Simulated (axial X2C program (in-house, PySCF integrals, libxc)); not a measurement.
## Spin–orbit effects down a group: molecules with Mg (ions), MP2

Computed with an in-house all-electron X2C program for linear molecules (integrals from PySCF), spin-free (one-electron X2C) or two-component (2c: spin–orbit coupling with atomic mean-field Coulomb and Gaunt terms, which also bring small scalar terms), in Dyall basis sets with cores contracted in-house; open shells are unrestricted.

Basis sets: H dyall-v3z, Li dyall-cv3z, Mg dyall-cv3z, Mg dyall-v3z, Na dyall-v3z. Frozen shells (counts by l): MgH⁺ Mg 2s1p, H none, 2 electrons correlated; LiMg⁺ Mg 2s1p, Li 1s, 2 electrons correlated; NaMg⁺ Mg 2s1p, Na 1s, 10 electrons correlated. Where the outer core of a metal is frozen, bonds come out longer and ionisation energies lower. Frozen cores can differ along the series, which adds to the trend.

```
molecule  spin-free state  Re (Å)  ωe (cm⁻¹)  De (eV)  2c state  Re 2c (Å)  ωe 2c (cm⁻¹)  De 2c (eV)
    MgH⁺   M_S = 0, Λ = 0   1.649     1776.0     1.82     Ω = 0      1.649        1775.8        1.82
   LiMg⁺   M_S = 0, Λ = 0   2.943      258.8     0.80     Ω = 0      2.943         258.8        0.80
   NaMg⁺   M_S = 0, Λ = 0   3.234      150.3     0.57     Ω = 0      3.234         150.3        0.57
```

Fragments in 2c: Mg+ + H, Mg + Li+, Mg + Na+. Each entry is the lowest single determinant of a limited PBE0 search at one distance. De goes to single-determinant-based atoms at the same level (for ions the charge split of lowest energy) and is withheld (n/a) where an atom does not fit its ground term or J level. Main or longest-lived isotopes.
